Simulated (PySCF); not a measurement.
Species: C5H8.
Structure used (PBE0-D3(BJ)/def2-SVP), in Å, numbered top down from 1:
```xyz
13
C5H8 angstrom
C      2.2105   -1.1387   -0.4458
C      1.2090   -0.5964   -0.0329
C     -0.0107    0.0593    0.4414
C     -1.2458   -0.7920    0.1369
C     -0.1374    1.4704   -0.1381
H      3.0994   -1.6197   -0.8087
H      0.0787    0.1490    1.5397
H     -1.1577   -1.7951    0.5779
H     -1.3767   -0.9091   -0.9498
H     -2.1499   -0.3126    0.5423
H     -0.2316    1.4317   -1.2342
H      0.7428    2.0825    0.1050
H     -1.0306    1.9707    0.2662
```

Computed with PySCF at PBE0/pcSseg-1 and CAM-B3LYP/def2-SVPD, non-relativistic, on one gas-phase PBE0-D3(BJ)/def2-SVP geometry that isn't relaxed in the solvent. The solvent is an IEF-PCM continuum (Bondi radii, 1.10 Å for H, scaled by 1.2). Specific hydrogen bonds and non-electrostatic terms are outside this model.

Gas phase at PBE0/pcSseg-1: HOMO -7.64 eV, LUMO 1.06 eV, dipole 0.74 D.

What does the continuum do to the energy, the frontier levels and the dipole at PBE0/pcSseg-1 in chloroform and tetrahydrofuran?

```csv
solvent,ε,E(solvent) − E(gas) (kcal/mol),polarisation term (kcal/mol),distortion of the solute (kcal/mol),HOMO (eV),LUMO (eV),dipole (D)
chloroform,4.711,-2.27,-2.45,0.18,-7.76,1.09,0.97
tetrahydrofuran,7.426,-2.62,-2.85,0.23,-7.78,1.09,1.01
```

Polarisation term: ½ Σ q·V over the induced surface charges. Distortion: the rise of the solute's own energy as its density leaves the gas-phase optimum. From chloroform to tetrahydrofuran the lowering changes by a factor 1.15, Onsager's factor (ε − 1)/(2ε + 1) by 1.14 and ε itself by 1.6.

Which Hirshfeld charges (PBE0/pcSseg-1) respond most in chloroform (means over atoms taken as equivalent)?

```
  atoms             environment  gas (e)  solvent (e)  change
     C1  terminal alkyne carbon   -0.133       -0.145  -0.012
     H6         alkyne hydrogen   +0.090       +0.096  +0.006
     C2           alkyne carbon   -0.036       -0.043  -0.007
     H7        methine hydrogen   +0.050       +0.054  +0.004
H8 (×6)         methyl hydrogen   +0.042       +0.044  +0.002
     C3      propargylic carbon   -0.004       -0.004   0.000
  C4/C5           methyl carbon   -0.110       -0.110   0.000
```

Which Mayer bond orders change most in chloroform?

| bond | length (Å) | gas | solvent | change |
| --- | --- | --- | --- | --- |
| C1–C2 | 1.211 | 2.575 | 2.553 | -0.022 |
| C1–H6 | 1.074 | 1.129 | 1.135 | +0.006 |
| C3–H7 | 1.106 | 0.918 | 0.914 | -0.004 |
| C2–C3 | 1.464 | 0.971 | 0.969 | -0.002 |
| C3–C4 | 1.531 | 1.034 | 1.033 | -0.001 |
| C4–H8 | 1.099 | 0.965 | 0.964 | -0.001 |
| C4–H10 | 1.101 | 0.963 | 0.962 | -0.001 |
| C5–H12 | 1.099 | 0.965 | 0.964 | -0.001 |

Gas phase at CAM-B3LYP/def2-SVPD: HOMO -9.03 eV, LUMO 1.29 eV, dipole 0.74 D.

What does the continuum do to the energy, the frontier levels and the dipole at CAM-B3LYP/def2-SVPD in chloroform and tetrahydrofuran?

```tsv
solvent	ε	E(solvent) − E(gas) (kcal/mol)	polarisation term (kcal/mol)	distortion of the solute (kcal/mol)	HOMO (eV)	LUMO (eV)	dipole (D)
chloroform	4.711	-2.17	-2.36	0.19	-9.13	1.38	0.98
tetrahydrofuran	7.426	-2.50	-2.76	0.26	-9.15	1.38	1.02
```

How does the static polarisability (CAM-B3LYP/def2-SVPD, frozen core, with the continuum's full static response) change?

```csv
medium,isotropic (au),principal values (au),⟨r²⟩ of the electrons (bohr²)
gas,60.1,"49.5, 55.4, 75.5",484.5
chloroform,73.5,"61.7, 67.0, 91.7",484.0
tetrahydrofuran,75.8,"64.2, 69.0, 94.3",483.9
```

The isotropic value in tetrahydrofuran is 1.26 times the gas-phase one; no cavity-field correction is applied. ⟨r²⟩ is taken about the centre of nuclear charge.

The run took about 11 s of CPU time (one thread, shared machine). This is the whole shielding run at PBE0/pcSseg-1 in tetrahydrofuran, SCF included.
